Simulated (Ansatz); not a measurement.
Program: Ansatz. Geometries: PBE0-D4/def2-TZVP. ΔE: electronic, gas phase. CBS: MP2 limit from def2 TZ/QZ plus the TZ coupled-cluster correction, frozen cores. Functionals use def2-TZVPP. B3LYP here is the variant with VWN-RPA as its local correlation; programs differ in this. Each species was taken in one conformer, which may not be the lowest.

Consider the isomerisation: `C/C=C/C(C)C` → `CCC=C(C)C`.

Is it downhill or uphill in electronic energy at CCSD(T)/CBS, and by how much? (An estimate is asked.)

Ansatz gave: Downhill: ΔE = -0.8 kcal/mol.

What do these levels give: LDA (SPW92), BLYP-D4, B3LYP-D4, ωB97X-V, HF/def2-TZVPP, SCS-MP2/def2-TZVPP? (Estimate.)

Computed: LDA (SPW92) -1.8, BLYP-D4 -1.8, B3LYP-D4 -1.6, ωB97X-V -1.0, HF/def2-TZVPP -1.0, SCS-MP2/def2-TZVPP -0.9 kcal/mol.

Largest T1 diagnostic among the species: 0.009.

Leaving LDA and LC-ωPBE aside and taking each functional with its dispersion term where it has one, the values, not all of them listed here, spread over 1.0 kcal/mol, from PBE-D4 to ωB97M-V.
